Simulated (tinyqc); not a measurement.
Inside a calculation. Method: ROHF in the sto-3g basis, for CH3, spin multiplicity 2. One step of it, computed by the program tinyqc.

Task: Iteration 2: diagonalisation and new density. Diagonalise F' = X^T F X, C = X C', fill 5 alpha and 4 beta electrons from the bottom; D(s) = C_occ C_occ^T. Each column has its largest component positive (the first on a tie).

extrapolated F (hartree), lower triangle:
```
             1C 1s      1C 2s     1C 2px     1C 2py     1C 2pz      2H 1s      3H 1s      4H 1s
1C 1s   -11.031240
1C 2s    -2.972065  -1.361517
1C 2px   -0.000004  -0.000114  -0.136306
1C 2py    0.000000   0.000000   0.000000  -0.136104
1C 2pz    0.006040   0.025188   0.000016   0.000000  -0.003054
2H 1s    -0.411533  -0.492848  -0.364949   0.000000   0.033709  -0.291017
3H 1s    -0.410878  -0.492350   0.182410  -0.315866   0.033687  -0.094158  -0.290647
4H 1s    -0.410878  -0.492350   0.182410   0.315866   0.033687  -0.094158  -0.094078  -0.290647
```

X, lower triangle:
```
            1C 1s      1C 2s     1C 2px     1C 2py    1C 2pz      2H 1s      3H 1s     4H 1s
1C 1s    1.027008
1C 2s   -0.149829   1.198763
1C 2px  -0.000010   0.000116   1.094907
1C 2py   0.000000   0.000000   0.000000   1.094756
1C 2pz   0.001219  -0.010370  -0.000008   0.000000  1.000616
2H 1s    0.020635  -0.208880  -0.223822   0.000000  0.012468   1.120758
3H 1s    0.020618  -0.208596   0.111816  -0.193604  0.012447  -0.014305   1.120501
4H 1s    0.020618  -0.208596   0.111816   0.193604  0.012447  -0.014305  -0.014285  1.120501
```

Give: F' = X^T F X; orbital energies; coefficients C; D(alpha) after iteration 2; D(beta) after iteration 2.

Result:

F' = X^T F X (hartree), lower triangle:
```
          1        2        3        4        5        6        7        8
1  -10.7948
2   -1.5922  -0.5372
3    0.0000   0.0001   0.0900
4    0.0000   0.0000   0.0000   0.0899
5    0.0077  -0.0007   0.0000   0.0000  -0.0010
6   -0.0155  -0.3195  -0.3976   0.0000   0.0319  -0.0124
7   -0.0153  -0.3192   0.1987  -0.3441   0.0319  -0.0268  -0.0126
8   -0.0153  -0.3192   0.1987   0.3441   0.0319  -0.0268  -0.0268  -0.0126
```

orbital energies (hartree): MO1 -11.0373, MO2 -0.7367, MO3 -0.4361, MO4 -0.4359, MO5 -0.0046, MO6 0.3795, MO7 0.5401, MO8 0.5405

coefficients C:
```
            MO1      MO2      MO3      MO4      MO5      MO6      MO7      MO8
1C 1s    0.9931  -0.2184   0.0001   0.0000  -0.0322  -0.2086   0.0000  -0.0003
1C 2s    0.0286   0.7087  -0.0003   0.0000   0.1417   1.0330   0.0000   0.0017
1C 2px   0.0000   0.0002   0.5425   0.0000   0.0000  -0.0012   0.0000   0.9898
1C 2py   0.0000   0.0000   0.0000   0.5425   0.0000   0.0000   0.9895   0.0000
1C 2pz  -0.0009  -0.0398   0.0000   0.0000   0.9905  -0.1384   0.0000  -0.0002
2H 1s   -0.0047   0.2346   0.5281   0.0000  -0.0487  -0.6191   0.0000  -0.7945
3H 1s   -0.0047   0.2343  -0.2643   0.4575  -0.0487  -0.6203  -0.6871   0.3959
4H 1s   -0.0047   0.2343  -0.2643  -0.4575  -0.0487  -0.6203   0.6871   0.3959
```

D(alpha) after iteration 2, lower triangle:
```
          1C 1s    1C 2s   1C 2px   1C 2py   1C 2pz    2H 1s    3H 1s   4H 1s
1C 1s    1.0350
1C 2s   -0.1309   0.5231
1C 2px   0.0000  -0.0001   0.2943
1C 2py   0.0000   0.0000   0.0000   0.2943
1C 2pz  -0.0241   0.1122   0.0000   0.0000   0.9827
2H 1s   -0.0543   0.1591   0.2865   0.0000  -0.0575   0.3363
3H 1s   -0.0543   0.1591  -0.1433   0.2482  -0.0576  -0.0822   0.3364
4H 1s   -0.0543   0.1591  -0.1433  -0.2482  -0.0576  -0.0822  -0.0822  0.3364
```

D(beta) after iteration 2, lower triangle:
```
          1C 1s    1C 2s   1C 2px   1C 2py   1C 2pz    2H 1s    3H 1s   4H 1s
1C 1s    1.0339
1C 2s   -0.1264   0.5031
1C 2px   0.0000  -0.0001   0.2943
1C 2py   0.0000   0.0000   0.0000   0.2943
1C 2pz   0.0078  -0.0282   0.0000   0.0000   0.0016
2H 1s   -0.0559   0.1660   0.2865   0.0000  -0.0093   0.3339
3H 1s   -0.0559   0.1660  -0.1433   0.2482  -0.0093  -0.0846   0.3340
4H 1s   -0.0559   0.1660  -0.1433  -0.2482  -0.0093  -0.0846  -0.0846  0.3340
```
